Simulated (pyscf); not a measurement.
Routes from `[Cl][SiH]([Cl])[Cl]` + `[ClH]`

Candidate steps break at most two bonds and form at most two. Each was searched with GFN2-xTB (tblite) first. PySCF, gas phase, ωB97X-D3(BJ)/def2-SVP geometries. Energies: ωB97M-D3(BJ)/def2-TZVP, kcal/mol, from the separated reactants, singlet surface; ΔG‡ with ideal gas, 1 atm, RRHO with modes under 100 cm⁻¹ raised to 100, one conformer, R ln 2 for chiral ones without a mode under 150 cm⁻¹.

```csv
products,type,ΔE‡,ΔE,ΔG‡ 298 K,ΔG‡ 900 K,ν‡ (cm⁻¹)
HCl + Cl–SiH(Cl)–Cl,four-centre exchange,38.5,0.0,47.1,67.1,634i
Cl–Si(Cl)(Cl)–Cl + H₂,four-centre exchange,43.5,-16.6,52.2,71.6,1032i
```

Plain bond fissions and candidates not yet searched are not listed, and one of them may be faster. Each barrier is that of the saddle found; lower ones may exist.
